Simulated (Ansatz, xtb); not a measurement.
C4H9F: which of two isomers lies lower

Structure X: `CC[C@H](C)F`, a singlet. Structure Y: `CC(C)(C)F`, a singlet. Both are isolated molecules in the gas phase, relaxed with PBE-D3(BJ)/def2-SVP; each stands in its lowest conformer found.

X (Å):

```xyz
14

C     0.7303    1.4489    0.3545
C     1.1654    0.0076    0.0938
C     1.2908   -0.8229    1.3677
C     1.6846   -2.2706    1.1281
F     0.0549   -0.8050    2.0358
H    -0.2354    1.4664    0.8965
H     0.6071    2.0146   -0.5901
H     1.4738    1.9890    0.9773
H     0.4369   -0.4998   -0.5763
H     2.1443   -0.0183   -0.4324
H     2.0262   -0.3369    2.0531
H     0.9540   -2.7638    0.4553
H     1.7102   -2.8292    2.0840
H     2.6875   -2.3331    0.6604
```

Y (Å):

```xyz
14

C    -0.4779    1.3424    0.1555
C     0.6588    0.4604    0.6693
C     0.8477   -0.7895   -0.1886
C     0.4968    0.1207    2.1500
F     1.8484    1.2188    0.5526
H    -0.2969    1.6254   -0.9002
H    -0.5462    2.2700    0.7575
H    -1.4501    0.8136    0.2149
H     1.0279   -0.5067   -1.2446
H    -0.0490   -1.4395   -0.1481
H     1.7194   -1.3723    0.1689
H     1.3679   -0.4631    2.5075
H     0.4294    1.0486    2.7516
H    -0.4205   -0.4767    2.3234
```

Problem. Which of the two would you expect CCSD(T)/def2-SVP + ΔMP2/def2-TZVPP electronic energies to favour?

Solution. Structure Y; the calculation gives E(Y) − E(X) = −0.193 eV.

Level by level:

```
                             level             geometry  E(Y) − E(X) (eV)  departure from the last row (eV)  job, with rough time for the two
                          GFN2-xTB             GFN2-xTB              −0.142                            +0.051               optimisation, 0.1 s
                         HF/STO-3G             GFN2-xTB              −0.093                            +0.100              single point, 0.28 s
                r2SCAN-D4/def2-SVP             GFN2-xTB              −0.188                            +0.005                 single point, 2 s
               PBE-D3(BJ)/def2-SVP  PBE-D3(BJ)/def2-SVP              −0.143                            +0.050                optimisation, 11 s
                       HF/def2-SVP  PBE-D3(BJ)/def2-SVP              −0.122                            +0.071           part of the CCSD(T) run
                      MP2/def2-SVP  PBE-D3(BJ)/def2-SVP              −0.188                            +0.006           part of the CCSD(T) run
                  CCSD(T)/def2-SVP  PBE-D3(BJ)/def2-SVP              −0.179                            +0.014                      single point
CCSD(T)/def2-SVP + ΔMP2/def2-TZVPP  PBE-D3(BJ)/def2-SVP              −0.193                                                  single point, 20 s
```

As drawn, both hold the same kinds of bond in the same numbers. Structure X has 2 methyl groups, Y 3.

The levels shown agree on the order. The largest departure from CCSD(T)/def2-SVP + ΔMP2/def2-TZVPP is that of HF/STO-3G, 0.100 eV. The last row adds to CCSD(T) the change of the MP2 difference between the two basis sets, here −0.014 eV.

With harmonic frequencies from PBE-D3(BJ)/def2-SVP (ideal gas, rigid rotor, one conformer each, 298.15 K, 1 atm): the zero-point term adds −0.031 eV; ΔH is −0.223 and ΔG −0.183 eV.

The correlated steps freeze 5 core orbitals. Mirror images aren't counted in ΔG. Run with Ansatz 0.2.0, xtb 6.7.1; the last row on 2 threads of AMD EPYC 9R45 96-Core Processor (Zen 5) on a shared host.
